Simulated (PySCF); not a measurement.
**Gas-phase XPS of tetramethylammonium, computed**

Tetramethylammonium, C₄H₁₂N (charge +1).
Bonds: C1–N2, N2–C3, N2–C4, N2–C5. Hydrogens: H6, H7, H8 on C1; H9, H10, H11 on C3; H12, H13, H14 on C4; H15, H16, H17 on C5.

Level of theory: delta-SCF UKS SCAN, pcX-2 on the ionised atom, pcseg-1 elsewhere, spin-free X2C in PySCF 2.14.0. Binding energies are ΔSCF values: E(core-ionised, relaxed orbitals) − E(ground state) at a fixed geometry, referred to the vacuum level.

List the computed XPS lines with their assignment.

| atom(s) | bonded to | level | binding energy (eV) | count |
| --- | --- | --- | --- | --- |
| C1/C3/C4/C5 | N and 3 H | C 1s | 297.12 | 4 |
| N2 | 4 C | N 1s | 413.34 | 1 |

Which photon energy gives electrons from N 1s of N2 (atom 2) a kinetic energy of 20 eV, and what is their de Broglie wavelength?

hν = 413.34 + 20 = 433.34 eV, recoil neglected; λ = 12.264 Å/√(E/eV) = 2.74 Å.

Atoms equivalent by their bonding share one computed value, that of the first of them. The species carries charge +1, so core ionisation leaves charge +2. Isolated species at its PBE0-D3(BJ)/def2-SVP geometry, gas phase.
